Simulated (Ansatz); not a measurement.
# Worked example: HAl–O–Al⁺, quintet against HAl–O–Al, quartet

Geometry (PBE0/def2-TZVP stationary point of a quartet), kept for both states (HAl–O–Al, quartet: A''; HAl–O–Al⁺, quintet: A''):

```xyz
4

Al    0.0000   -0.1114    1.6489
O     0.0000    0.0548   -0.0342
Al    0.0000    0.0319   -1.7218
H     0.0000    1.2590    2.4945
```

Basis cc-pVDZ; Ansatz 0.2.0. Only valence electrons are correlated (noble-gas cores frozen). Prefix R: restricted or restricted open-shell reference; prefix U: unrestricted.

Full CI isn't at hand for all of this; UCCSDT(Q) serves as the reference, and is uncertain by about the last step of the cluster series.

Coupled cluster chose its determinant by trial CCSD, here up to 0.69 eV above the lowest Hartree–Fock solution of its kind.

```json
{"level": "UCCSD(T)", "E(HAl–O–Al, quartet) (hartree)": "-559.537759", "E(HAl–O–Al⁺, quintet) (hartree)": "-559.130114"}
{"level": "PBE", "E(HAl–O–Al, quartet) (hartree)": "-560.256877", "E(HAl–O–Al⁺, quintet) (hartree)": "-559.859017"}
{"level": "r2SCAN", "E(HAl–O–Al, quartet) (hartree)": "-560.527954", "E(HAl–O–Al⁺, quintet) (hartree)": "-560.130018"}
{"level": "UCCSDT(Q)", "E(HAl–O–Al, quartet) (hartree)": "-559.539466", "E(HAl–O–Al⁺, quintet) (hartree)": "-559.134041"}
```

Question: Give the vertical gap, HAl–O–Al⁺ quintet less HAl–O–Al quartet, at each level in eV (1 hartree = 27.2114 eV), and each error against UCCSDT(Q).

Answer: UCCSDT(Q): (-559.134041 − (-559.539466)) × 27.2114 = 11.032 eV (the reference)
r2SCAN: (-560.130018 − (-560.527954)) × 27.2114 = 10.828 eV, error -0.204 eV
PBE: (-559.859017 − (-560.256877)) × 27.2114 = 10.826 eV, error -0.206 eV
UCCSD(T): (-559.130114 − (-559.537759)) × 27.2114 = 11.093 eV, error 0.061 eV

Total energies of functionals can't be set beside those of wave-function methods, since they hold the core's correlation and their own absolute errors; only the differences compare.

In so small a basis the reference is far from its limit while semilocal and hybrid functionals are nearer theirs, so the functionals' errors here hold much of the reference's basis and frozen-core error, which can add to them or hide them.

Each level lands on the state that its own search finds. T1 diagnostics of restricted CCSD: 0.029 and 0.072.
